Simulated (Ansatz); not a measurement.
Predicting a hybrid from its neighbours: C2H4Cl2 (1,1-dichloroethane)

The species is C2H4Cl2 (8 atoms), meant as a singlet with charge 0. SMILES: `CC(Cl)Cl`. The shape is that of a PBE0-D4/def2-TZVP optimisation.

The vertical ionisation energy (to the doublet cation) y, in eV, basis cc-pVDZ; a is the functional's share of exact exchange. Programs: Ansatz 0.2.0.

```
functional  program     a  y (eV)
    r2SCAN   Ansatz     0   10.66
    revPBE   Ansatz     0   10.32
     B3LYP   Ansatz   0.2       ?
   r2SCAN0   Ansatz  0.25   11.04
      PBE0   Ansatz  0.25   10.87
     BHLYP   Ansatz   0.5   11.11
```

Q: Fit y = c + s·a to the known rows and predict B3LYP.

A: 
1. Means of the 5 rows: a = 0.2000, y = 10.800.
2. Σ(Δa)² = 0.175, Σ(Δa·Δy) = 0.2325, so the slope is 0.2325/0.175 = 1.3286.
3. Intercept: 10.800 − (1.3286) × 0.2000 = 10.534. The largest residual of the fit is 0.21.
4. B3LYP: 10.534 + (1.3286) × 0.2 = 10.80 eV.

The run gave 10.76 eV, so the prediction is off by +0.04 eV, within the scatter of the fit. The rows mix families of semi-local functionals, which the line can't see.
